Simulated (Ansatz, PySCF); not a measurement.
**How well does each level of theory give the cohesive energy of diamond?**

Reference value: 7.55 eV/atom (measured, static lattice: zero-point vibration energy added; as tabulated in Mejia-Rodriguez and Trickey (2018), arXiv:1807.09216).

Problem. Which of these levels comes closest to the reference?
A) HSE06 (Ansatz (an electronic-structure program))
B) Hartree–Fock (PySCF)
C) MP2 (PySCF)
D) PBE (PySCF)

Solution. A, HSE06 (Ansatz)

```
level (code)          value (eV/atom)  cell (Å³/atom)  error (eV/atom)
--------------------  ---------------  --------------  ---------------
PBE (PySCF)               7.72 ± 0.04            5.70            +0.17
HSE06 (Ansatz)                   7.64            5.57            +0.09
Hartree–Fock (PySCF)      5.35 ± 0.08            5.58            -2.20
MP2 (PySCF)                8.11 ± 0.2            5.52            +0.56
```

Of the ranked levels HSE06 (+0.09 eV/atom) comes nearest. Farthest off among them: Hartree–Fock (-2.20 eV/atom). Within 0.3 eV/atom: PBE, HSE06.

Free atoms are spin-polarised, in the lowest state found; at levels without +SOC their spin–orbit coupling is left out.  A ± on a computed value is a rough bar: the spread of its extrapolation, a floor set from checks against published values, or a statistical error. Each level is taken at its own relaxed cell. Ansatz's density-functional and Hartree–Fock values are scalar-relativistic unless marked +SOC, with PAW data made under PBE.

Differences are worked out from the printed values.
